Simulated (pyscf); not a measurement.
`[CH3][GaH][F]` + `[H][H]` → `[CH3][GaH2]` + `[FH]`, a four-centre exchange (singlet surface; F–Ga, H–H broken, Ga–H, F–H formed). Single points on ωB97X-D3(BJ)/def2-SVP structures (PySCF, gas phase). Energies in kcal/mol from the separated reactants.

Small-basis levels: PySCF, no dispersion term, spherical d functions. 

**Question.** In single points HF/6-31G*+LANL2DZ puts the saddle at 42.6 kcal/mol and the reaction energy at +30.2 kcal/mol. Should these be trusted to within a few kcal/mol? Compare with ωB97M-D3(BJ)/def2-TZVP.

**Answer.** ωB97M-D3(BJ)/def2-TZVP gives ΔE‡ = 23.9 kcal/mol and ΔE = +22.0 kcal/mol. HF/6-31G*+LANL2DZ lies 18.7 kcal/mol over it in the barrier and 8.2 kcal/mol over it in the reaction energy, so on this step it does not hold to within 3.0 kcal/mol. ωB97M-D3(BJ)/def2-TZVP has limits of its own. On the product side the descent ends in an adduct with a F–Ga contact, 7.1 kcal/mol under the separated species and 8.0 kcal/mol under the saddle at ωB97X-D3(BJ)/def2-TZVP. What is counted as broken (F–Ga) persists as a longer contact in the product adduct; parting that adduct is a step of its own. At the saddle there is also a short Ga–H contact that neither side keeps. This is the saddle that the search found; another between the same sides may lie lower. In the def2 sets elements up to Kr have no core potential.
